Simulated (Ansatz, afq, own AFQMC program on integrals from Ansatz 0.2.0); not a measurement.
Integrals from Ansatz 0.2.0, then the random walk in our own AFQMC program (afq).

```yaml
crystal:
  periodic: [false, false, false]
  atoms:
    - {symbol: C, position_ang: [-0.811891, -1.262147, 0.973149]}
    - {symbol: Si, position_ang: [0.591880, -0.552012, -0.060097]}
    - {symbol: Cl, position_ang: [0.778151, -1.717395, -1.788054]}
    - {symbol: Ge, position_ang: [0.252257, 1.712134, -0.745492]}
    - {symbol: H, position_ang: [-0.943532, -0.671656, 1.893373]}
    - {symbol: H, position_ang: [-0.596546, -2.304366, 1.254171]}
    - {symbol: H, position_ang: [-1.755879, -1.245330, 0.403939]}
    - {symbol: H, position_ang: [0.155818, 2.618488, 0.497976]}
    - {symbol: H, position_ang: [1.440139, 2.173835, -1.606056]}
    - {symbol: H, position_ang: [-1.046097, 1.864848, -1.566609]}
basis:
  gaussian: {orbitals: def2-SVP}
magnetization: {spin_polarized: true, initial_magnetization: 1}
correlation: {method: ccsd_t, electrons: outside_noble_gas, hamiltonian_folder: ham}
```

```sh
$ ansatz run in.yaml --threads 1 --pin off --events-out ev --progress --plain --max-ram 16896MiB --backend cuda --devices 0, --max-vram 18GiB
```

afq runs on the folder ham with

```
--method phaseless --trial cisd --walkers 1800 --populations 20 --least-time 60 --time-step 0.005 --steps-per-block 50 --equilibration-blocks 28 --max-blocks 4000 --target-error 0.0003 --factor-cut 1e-05 --start spin_pure --seed 5203 --release-times 0.21,0.42,0.63,0.9 --release-step 0.03 --release-every 5 --taylor-order 6
```

Times are imaginary, in 1/Eh. The walk had a cap of 255 s. With eight or more populations the least sampling time is a fifth of least-time, and the error comes from their spread. Filled inner d shells are frozen with the cores.

Output of the walk:

```
orbitals 87  electrons 13 12  factors 751 of 1097
reference energy -2864.65497753 Eh
CCSD correlation -0.51585216 Eh in 12 cycles, weight of the determinant in the CISD state 0.7982
energy of the start -2865.170460 Eh
 block  time / (1/Eh)  mean weight  energy / Eh
     1     0.250  0.9991  -2865.150792
     2     0.500  0.9997  -2865.156537
     3     0.750  1.0001  -2865.165234
     4     1.000  1.0000  -2865.170316
     5     1.250  0.9998  -2865.173935
     9     2.250  0.9997  -2865.184265
    15     3.750  0.9993  -2865.186417
    23     5.750  1.0001  -2865.186077
    31     7.750  1.0000  -2865.187946
    39     9.750  1.0001  -2865.185003
    47    11.750  1.0001  -2865.186338
    55    13.750  1.0002  -2865.189012
    63    15.750  1.0003  -2865.188181
    71    17.750  0.9999  -2865.187412
    75    18.750  0.9999  -2865.184038
    79    19.750  1.0007  -2865.187186
    87    21.750  1.0002  -2865.187222
    89    22.250  0.9997  -2865.191356
    95    23.750  0.9998  -2865.187724
   103    25.750  0.9998  -2865.186565
   111    27.750  0.9997  -2865.185379
   117    29.250  1.0001  -2865.187310
error from the spread of 20 populations
released: time / (1/Eh)  energy / Eh  error  mean overlap
  0.21  -2865.187365  0.000407  0.9963
  0.42  -2865.187724  0.000298  0.9915
  0.63  -2865.187765  0.000381  0.9886
  0.90  -2865.187935  0.000384  0.9834
energy -2865.186746 +/- 0.000330 Eh
(rows thinned)
```

The run passed its tests (sampling time, drift between the halves within three errors, error under three times the target), which doesn't prove that it has relaxed, ending at its cap on processor time.

Against this walk (error 9.0 meV) on the same determinant: CCSD(T) 55.9 meV higher. The error is statistical and leaves out the bias of the constraint. Released to 0.90 1/Eh the energy lies 32 ± 14 meV (both errors) below the phaseless value, which shows part or all of the bias of the constraint, and CCSD(T) lies 88.2 meV above the released value.

Cautions: constraint bias not in the error; error above the target (9.0 against 8.2 meV); no relativity below Rb; no spin-orbit coupling; inner d shell frozen.

The walk took 4.4 min on 1 × NVIDIA H100 80GB HBM3 with 2 threads of AMD EPYC 7R13 Processor (Zen 3) (shared host) (the card was shared). The log's last line is the phaseless energy.
